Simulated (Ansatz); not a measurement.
Gas-phase electronic energies from Ansatz, PBE0-D4/def2-TZVP geometries. CCSD(T)/CBS adds triple-zeta CCSD(T) − MP2 to the extrapolated MP2 energy (def2 sets, frozen cores). This one scheme is used for every species. Functionals use def2-TZVPP. Triplets are unrestricted, without spin–orbit coupling. One conformer a species, not always the lowest.

`CCCSCC` → `CCSCC` + `[CH2]` (triplet)  (formal loss of a carbene)

```
          species  B2PLYP energy (Eh)
         `CCCSCC`          -595.71537
          `CCSCC`          -556.42642
`[CH2]` (triplet)           -39.12698
```

Problem. Work out ΔE.

Solution. ΔE = (-556.42642) + (-39.12698) − (-595.71537) = 0.16197 Eh = +4.41 eV. CCSD(T)/CBS gives +4.53 eV.

Largest T1 diagnostic among the species: 0.011.

Leaving LDA and LC-ωPBE aside and taking each functional with its dispersion term where it has one, the values, not all of them listed here, spread over 0.39 eV, from r2SCAN0-D4 to ωB97X-V. LDA lies +0.77 eV from PBE without D4. At CCSD(T), def2-SVP lies −0.16 eV from the extrapolated value and def2-TZVPP −0.11 eV. In def2-TZVPP, CCSD(T) changes the Hartree–Fock value by +1.42 eV (the triples alone add +0.12 eV) and MP2 by +1.56 eV.
